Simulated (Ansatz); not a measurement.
triplet N₂O: levels of theory in one basis

```xyz
3

N    -1.1522   -0.3095   -0.0538
N    -0.0659   -0.0177   -0.0031
O     1.0658    0.2863    0.0498
```

Basis set: def2-SVP (spherical functions). Left uncorrelated: 3 orbitals. Charge 0, multiplicity 3.

Computed with Ansatz (development build ahead of 0.2.0); each method stands on the lowest determinant of its kind that the runs found.

```json
{"method": "ROHF", "E − E(ROHF) (eV)": "0.00", "<S²> of the determinant": "2.00"}
{"method": "UHF", "E − E(ROHF) (eV)": "-0.31", "<S²> of the determinant": "2.02"}
{"method": "UHF-MP2", "E − E(ROHF) (eV)": "-12.05", "<S²> of the determinant": "2.02"}
```

Q: What does UHF-CCSD(T) give on the same scale?

A: -13.15 eV.

Q: Is a single determinant a sound starting point here?

A: By this sign, yes. Unrestricted orbitals gain 0.31 eV and <S²> is 2.02 against 2.00 for a pure state.

Caution: another spin multiplicity may lie lower.
